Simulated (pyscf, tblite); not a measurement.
F–SiH₂–F → F–Si:–F [singlet] + H₂: energy along the mass-weighted descent from the GFN2-xTB saddle (tblite), relative to the relaxed reactant side.

(s (amu^1/2 bohr), E (kcal/mol)): (-4.98, 0.0); (-4.87, 0.1); (-4.68, 0.2); (-3.36, 7.6); (-1.68, 50.2); (-0.120, 89.3); (1.56, 70.3); (2.78, 61.6); (3.20, 60.7); (3.54, 60.1); (3.76, 59.9); (3.95, 59.7); (4.10, 59.6); (4.23, 59.6); (4.35, 59.5)

### Question
The GFN2-xTB barrier from the reactant side is 89.5 kcal/mol. What does ωB97X-D3(BJ) (PySCF) give from its own reactant-side minimum, in def2-SVP and in def2-TZVP?

### Answer
91.0 kcal/mol in the double-zeta basis after reoptimising the saddle, and 91.6 kcal/mol in the triple-zeta single point, so the tight-binding barrier lies 2.1 kcal/mol under the latter. The imaginary mode goes from 1099i to 1641i cm⁻¹.
